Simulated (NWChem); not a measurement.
Isomers of C$_{4}$H$_{6}$, each optimised at PBE0/def2-SVP with NWChem, gas phase unless a solvent is named. Flexible species stand in one conformer each, which need not be the lowest.  Relative energies count from the lowest isomer at each level and are electronic, without zero-point energy, on those geometries.

A: C=C=CC
B: C=CC=C
C: C(#C)CC

```json
[
 {"quantity": "relative energy, PBE/def2-SVP (kcal/mol)", "A": "___", "B": "0.0", "C": "16.7"},
 {"quantity": "relative energy, BLYP/def2-SVP (kcal/mol)", "A": "___", "B": "0.0", "C": "17.0"},
 {"quantity": "relative energy, CAM-B3LYP/def2-SVP (kcal/mol)", "A": "___", "B": "0.0", "C": "14.4"},
 {"quantity": "relative energy, r2SCAN/def2-SVP (kcal/mol)", "A": "___", "B": "0.0", "C": "16.3"}
]
```

Task: What belongs in the gaps?

Result: 
- relative energy, PBE/def2-SVP (kcal/mol), A: 10.3
- relative energy, BLYP/def2-SVP (kcal/mol), A: 11.0
- relative energy, CAM-B3LYP/def2-SVP (kcal/mol), A: 10.9
- relative energy, r2SCAN/def2-SVP (kcal/mol), A: 11.1
